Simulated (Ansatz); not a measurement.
System: bcc Cs. Method: r²SCAN+SOC in Ansatz (PAW).

Run with plane-wave cutoff 560 eV, 14×14×14 k mesh, Fermi–Dirac smearing 0.05 eV, PAW data made under PBE.

A third-order Birch–Murnaghan fit to the energies gives V0 = 123.281 Å³/atom, B0 = 1.85 GPa, B′ = 3.5.

```json
[
 {"V (Å³/atom)": "116.173", "P (GPa)": "0.122"},
 {"V (Å³/atom)": "118.644", "P (GPa)": "0.076"},
 {"V (Å³/atom)": "121.116", "P (GPa)": "___"},
 {"V (Å³/atom)": "123.588", "P (GPa)": "-0.005"},
 {"V (Å³/atom)": "126.060", "P (GPa)": "-0.040"},
 {"V (Å³/atom)": "128.532", "P (GPa)": "___"},
 {"V (Å³/atom)": "131.003", "P (GPa)": "___"}
]
```

Task: Estimate the withheld pressures from this fit; the answers are the runs' own values.

Result: 
- 121.116, P (GPa): 0.034
- 128.532, P (GPa): -0.072
- 131.003, P (GPa): -0.101

The formula P = (3/2) B0 (x^(7/3) − x^(5/3)) [1 + (3/4)(B′ − 4)(x^(2/3) − 1)] with x = V0/V meets the computed pressures within 0.01 GPa when these rounded values are put in.

Measured, for comparison: bulk modulus 2.11 GPa (corrected for temperature and zero-point phonon effects, our sources range from 2.11 to 2.35; as tabulated in Levämäki et al. (2014), arXiv:1402.3671); equilibrium volume per atom 110.12 Å³/atom (low-temperature or extrapolated to 0 K; zero-point anharmonic expansion removed; as tabulated in Csonka et al. (2009), arXiv:0903.4037). Computed (rounded) less measured: bulk modulus -12 % (-12 % to -21 % over the range), equilibrium volume per atom +12.0 %.

Static lattice: no zero-point or thermal effects.

Ansatz is a first-principles code.
